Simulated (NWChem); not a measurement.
System: disulfur (S$_{2}$, triplet); SMILES S=S

Results from NWChem. Spin-unrestricted. Coordinates come from a B3LYP/6-31G* (spherical d), spin-unrestricted optimisation. No stability test was run on the SCF state. Vertical excitations in the gas phase. Excited states of an open shell can be spin-contaminated.

**Question.** What does the run give for B3LYP/aug-cc-pVDZ, TDA? Quantities: lowest excitation (eV); lowest empty minus highest occupied level, either spin (eV).

**Answer.** The lowest excitation (eV) is 3.22 and the lowest empty minus highest occupied level, either spin (eV) comes out as 2.90.
